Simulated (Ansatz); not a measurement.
Mulliken charges of ammonia from PBE/def2-TZVPP in Ansatz (PBE0-D4/def2-TZVP geometry).

| atom | x (Å) | y (Å) | z (Å) | charge (e) |
| --- | --- | --- | --- | --- |
| N1 | -0.070 | 0.249 | 0.111 | -0.456 |
| H2 | 0.490 | -0.302 | 0.749 | 0.152 |
| H3 | -0.887 | -0.302 | -0.119 | 0.152 |
| H4 | 0.467 | 0.354 | -0.741 | 0.152 |

Problem. By hand: the dipole of these point charges (1 e Å = 4.8032 D).

Solution. Σ q r = (0.043, -0.152, -0.067) e Å, of length 0.172 e Å = 0.83 D.

Problem. How does the dipole of the full density compare? (An estimate is asked.)

Solution. The calculation gave: (0.081, -0.289, -0.128) e Å, 1.57 D; the point charges give 0.53 times that, at 0° from its direction.

Point charges leave out the atoms' own dipoles, such as those of lone pairs, and Mulliken's split depends on the basis, so the two needn't agree.
